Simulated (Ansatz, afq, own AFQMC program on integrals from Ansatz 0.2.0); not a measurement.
Two steps: Ansatz 0.2.0 writes the Fock matrix and Cholesky factors of the valence space, and afq projects on them the lowest state that overlaps trial and start.

```yaml
crystal:
  periodic: [false, false, false]
  atoms:
    - {symbol: C, position_ang: [0.000000, 0.000000, -0.485500]}
    - {symbol: C, position_ang: [0.000000, 0.000000, 0.485500]}
    - {symbol: H, position_ang: [0.000000, 0.000000, -1.550187]}
    - {symbol: H, position_ang: [0.000000, 0.000000, 1.550187]}
basis:
  gaussian: {orbitals: cc-pVDZ}
magnetization: {spin_polarized: false}
correlation: {method: ccsd_t, electrons: outside_noble_gas, hamiltonian_folder: ham}
```

```sh
$ ansatz run in.yaml --threads 1 --pin off --events-out ev --progress --plain --max-ram 1382MiB
```

afq runs on the folder ham with

```
--method phaseless --trial cisd --walkers 70 --populations 1 --least-time 40 --time-step 0.005 --steps-per-block 50 --equilibration-blocks 28 --max-blocks 300 --target-error 0.00038 --factor-cut 1e-05 --seed 2551 --release-times 0.24,0.51,0.99,1.62,2.4 --release-step 0.03 --release-every 4 --taylor-order 6
```

Times are imaginary, in 1/Eh. The walk had a cap of 536 s.

Output of the walk:

```
orbitals 36  electrons 5 5  factors 278 of 350
reference energy -76.65334384 Eh
CCSD correlation -0.24428902 Eh in 8 cycles, weight of the determinant in the CISD state 0.9104
energy of the start -76.897633 Eh
 block  time / (1/Eh)  mean weight  energy / Eh
     1     0.250  1.0031  -76.894991
     2     0.500  1.0011  -76.898440
     3     0.750  1.0009  -76.901456
     4     1.000  0.9989  -76.901181
     5     1.250  0.9992  -76.901805
     9     2.250  1.0030  -76.901121
    33     8.250  0.9976  -76.911514
    65    16.250  1.0026  -76.905578
    97    24.250  1.0011  -76.900044
   129    32.250  1.0003  -76.905073
   161    40.250  1.0004  -76.904721
   193    48.250  1.0006  -76.902878
   201    50.250  0.9973  -76.918774
   225    56.250  1.0010  -76.904771
   257    64.250  0.9996  -76.908153
   281    70.250  1.0008  -76.899776
   289    72.250  1.0019  -76.906396
   321    80.250  1.0006  -76.911382
blocks merged  error / Eh  count
     1  0.000255  300
     2  0.000313  150
     4  0.000358  75
     8  0.000381  37
    16  0.000382  18
    32  0.000323  9
released: time / (1/Eh)  energy / Eh  error  mean overlap
  0.24  -76.905988  0.000444  0.9952
  0.51  -76.905978  0.000333  0.9912
  0.99  -76.905828  0.000264  0.9819
  1.62  -76.906265  0.000434  0.9627
  2.40  -76.905619  0.000425  0.9383
energy -76.905499 +/- 0.000382 Eh
(rows thinned)
```

The run passed its tests (sampling time, drift between the halves within three errors, error under three times the target), which doesn't prove that it has relaxed.

Against this walk (error 10.4 meV) on the same determinant: CCSD(T) 19.3 meV higher (within the noise), CCSDT(Q) 3.8 meV lower (within the noise). The error is statistical and leaves out the bias of the constraint. Released to 2.40 1/Eh the energy moves by -3 ± 16 meV (both errors), within twice the noise.

Cautions: constraint bias not in the error.

The walk took 2.9 min on 1 thread of Arm Neoverse V2, with other jobs on the host. The log's last line is the phaseless energy.

CCSDT and higher add their correlation energy to the determinant of the CCSD(T) run, since their own runs factorise the integrals more tightly (a shift of under 2 meV). A walk keeps the symmetry of its determinant, which the program's search chose and which needn't be the lowest solution, so a lower state of the same spin and another symmetry isn't excluded.
